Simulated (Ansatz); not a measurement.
# Phonon frequency of some cubic solids

Method: revPBE (PAW; Ansatz, a first-principles code). References are measured values at room or unstated temperature, uncorrected unless marked, so that the deviations hold thermal and zero-point effects besides the level's error. The table is a random draw of 6 from 38 values with such references.

Values in cm⁻¹.

```json
[
 {"solid": "diamond-structure Si (L TO)", "reference": "490", "revPBE": "473", "deviation (%)": "-3.5"},
 {"solid": "zinc-blende GaAs (X LA)", "reference": "225", "revPBE": "203", "deviation (%)": "-9.8"},
 {"solid": "3C-SiC (X TA)", "reference": "373", "revPBE": "358", "deviation (%)": "-4.0"},
 {"solid": "diamond-structure Si (L LA)", "reference": "378", "revPBE": "370", "deviation (%)": "-2.1"},
 {"solid": "fcc Cu (X L)", "reference": "240", "revPBE": "229", "deviation (%)": "-4.6"},
 {"solid": "zinc-blende InP (L LA)", "reference": "167", "revPBE": "?", "deviation (%)": "?"}
]
```

Estimate the withheld revPBE value.

The deviations of the other rows run from -9.8 % to -2.1 %, with a median of -4.0 %; carried to the reference 167 it gives 160 cm⁻¹. The run gives 156 cm⁻¹ (-6.6 %), -2.5 % from the estimate; the row was drawn at random, and such an estimate is rough. Over these 6 values the mean deviation is -5.1 %, the mean absolute deviation 5.1 % (median 4.3 %), and the worst case zinc-blende GaAs (X LA) at -9.8 %; the value is below the reference in 6 of 6 cases. Over all 38, from unrounded values, the mean deviation is -5.1 % and the mean absolute deviation 5.1 % (median 3.9 %).

Spin–orbit coupling is left out, also for the solids with elements from indium on (zinc-blende InP); its size isn't shown.

Differences are worked out from the printed values.

Each level is taken at its own relaxed cell. Ansatz's density-functional and Hartree–Fock values are scalar-relativistic unless marked +SOC, with PAW data made under PBE.

Ansatz's runs of these crystals have no spin polarisation.

Not in this set, of the solids of all kinds but layered and molecular ones with a reference value in our tables and a result at some level: 35 for no value at revPBE (not run, a failed fit, an unstable or unbound cell, or a value held back for tests); 21 for a doubt noted on the run at revPBE; 16 for a reference of another kind, counted apart; 4 for a run that failed a test (revPBE). These can be a level's best or worst cases. At least 16 more with a reference value are held back for tests. Solids without a released value at any level aren't counted. The metals Ce to Yb are counted apart.

References as tabulated in Giannozzi et al., Phys. Rev. B (1991); Yang et al. (2021), arXiv:2106.07201; Wang et al. (1996), arXiv:mtrl-th/9510002; He et al. (2014), arXiv:1309.4805 and others.
